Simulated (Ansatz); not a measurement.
Input file:

```yaml
crystal:
  periodic: [false, false, false]
  atoms:
    - {symbol: Al, position_ang: [-0.036209, 0.080371, 0.035551]}
    - {symbol: H, position_ang: [0.584972, 1.490800, 0.661467]}
    - {symbol: H, position_ang: [-0.661162, -1.327045, 0.664485]}
    - {symbol: H, position_ang: [-0.666103, 1.483892, -0.597148]}
    - {symbol: H, position_ang: [1.711564, -3.799106, -1.680459]}
basis:
  gaussian: {orbitals: cc-pVDZ}
total_charge: 1
magnetization: {spin_polarized: true, initial_magnetization: 2}
correlation: {method: ccsdt_q, electrons: outside_noble_gas}
```

```sh
$ ansatz run in.yaml --threads 1 --pin off --events-out ev --progress --plain --max-ram 2393MiB
```

Log:

```
682 factors; integrals over basis functions are off by at most 2.4e-7 eV
mean field evaluation 1: about -6632.3229 eV, gradient 7.1e0 eV
mean field evaluation 2: about -6632.3243 eV, gradient 7.1e0 eV
mean field evaluation 4: about -6633.0361 eV, gradient 6.5e-1 eV
mean field evaluation 8: about -6633.0520 eV, gradient 4.4e-3 eV
mean field evaluation 16: about -6633.0491 eV, gradient 1.6e-1 eV
mean field evaluation 32: about -6629.6176 eV, gradient 2.4e-2 eV
mean field -6633.05200693 eV, -243.7601652105 hartree, gradient 3.3e-6 eV, S^2 2.039566; 1 other end points of the search recorded, 0 dependent functions left out
determinant -6633.05200693 eV, -243.7601652105 hartree, with singles and doubles -6635.26187403 eV, -243.8413763284 hartree
determinant -6629.61864050 eV, -243.6339913214 hartree, with singles and doubles -6632.08266423 eV, -243.7245425233 hartree
5 core orbitals not correlated: weight in the atoms' cores, before any rotation towards them, 1.000 or more for the frozen orbitals, at most 0.000 for the correlated occupied ones
reference -6633.05200693 eV, -243.7601652105 hartree; 4, 2 occupied and 29, 31 virtual orbitals, 682 factors
second order -1.56797275 eV of doubles, -0.00000000 eV of singles
cycle   1  -1.95550559 eV  change   -3.9e-1 eV  update   5.8e-2
cycle   2  -2.19697790 eV  change   -2.4e-1 eV  update   3.0e-2
cycle   3  -2.22516892 eV  change   -2.8e-2 eV  update   1.2e-2
cycle   4  -2.23388313 eV  change   -8.7e-3 eV  update   5.3e-3
cycle   5  -2.23491813 eV  change   -1.0e-3 eV  update   2.8e-3
cycle   6  -2.23544474 eV  change   -5.3e-4 eV  update   1.4e-3
cycle   7  -2.23646228 eV  change   -1.0e-3 eV  update   7.0e-4
cycle   8  -2.23648663 eV  change   -2.4e-5 eV  update   3.3e-4
cycle   9  -2.23631657 eV  change    1.7e-4 eV  update   1.5e-4
cycle  10  -2.23640997 eV  change   -9.3e-5 eV  update   7.3e-5
cycle  11  -2.23642228 eV  change   -1.2e-5 eV  update   3.4e-5
cycle  12  -2.23641876 eV  change    3.5e-6 eV  update   1.6e-5
cycle  13  -2.23640369 eV  change    1.5e-5 eV  update   5.5e-6
cycle  14  -2.23640346 eV  change    2.4e-7 eV  update   2.0e-6
cycle  15  -2.23640436 eV  change   -9.1e-7 eV  update   9.6e-7
cycle  16  -2.23640484 eV  change   -4.7e-7 eV  update   4.2e-7
perturbative correction -0.00076978 eV, -0.0000282889 hartree
Total energy: -6635.28918154 eV, -243.8423798612 hartree
```

For the same geometry and basis full CI lies 0.2 meV lower.

Ran on 1 thread of Arm Neoverse V1, shared host: 6 s wall, 0.2 GiB peak host memory.
